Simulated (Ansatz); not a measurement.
For trigonal Te, PBEsol+SOC in Ansatz (plane waves, PAW) gives:

| Item | Value |
|---|---|
| lattice parameter a | 4.315 Å |
| c axis length | 5.983 Å |

Problem. What does r²SCANh (PAW; Ansatz, a first-principles code) give for the same quantities?

Solution. 
- lattice constant a: 4.703 Å (grows by 9.0 %)
- lattice parameter c: 5.836 Å (drops by 2.5 %)

For comparison: lattice constant a 4.456 Å (measured, 293 K, no zero-point or thermal correction; as tabulated in Wikipedia's data pages); lattice parameter c 5.928 Å (measured, 293 K, no zero-point or thermal correction; as tabulated in Wikipedia's data pages).

Changes are worked out from the printed values.

Unless a cell is named, each level is at its own relaxed cell (PBEsol+SOC 32.16, r²SCANh 37.27 Å³/atom).

Caveats: the cell comes from a level without a dispersion term, which matters for the spacing of layers, chains or molecules (PBEsol+SOC, r²SCANh). Ansatz's density-functional and Hartree–Fock values are scalar-relativistic unless marked +SOC, with PAW data made under PBE.
